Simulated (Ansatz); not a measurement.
Total energies of cyclo-(SiH2)3 (Si₃H₆) from Ansatz at CCSD(T)/def2-TZVPP, gas phase (1 Eh = 27.2114 eV = 2625.5 kJ/mol). The reference geometry is relaxed at PBE-D4/def2-TZVP.

Cartesian coordinates in Å:
```
Si -0.328 -0.487 1.217
H -0.374 0.348 2.454
H -0.683 -1.915 1.467
Si 1.290 -0.002 -0.404
H 1.919 -1.136 -1.144
H 2.235 1.127 -0.157
Si -0.962 0.489 -0.814
H -1.706 -0.341 -1.807
H -1.391 1.918 -0.813
```

```
                 state   geometry  energy (Eh)
      charge 0 singlet  reference   -870.71180
      charge 1 doublet  reference   -870.38640
free Si atom (triplet)          –   -288.92770
 free H atom (doublet)          –     -0.49981
```

Correlated methods freeze 15 core orbitals.

Task: Work out the vertical ionisation energy to the doublet.

Result: E(charge 1 doublet) − E(charge 0 singlet) = -870.38640 − (-870.71180) = 0.32540 Eh = 8.85 eV.

Task: What is the binding energy per atom against free atoms?

Result: Atoms: 3 × (-288.92770) + 6 × (-0.49981) = -869.78196 Eh. Binding: -869.78196 − (-870.71180) = 0.92984 Eh = 25.30 eV, or 2.81 eV for each of 9 atoms (no zero-point energy, no counterpoise term).
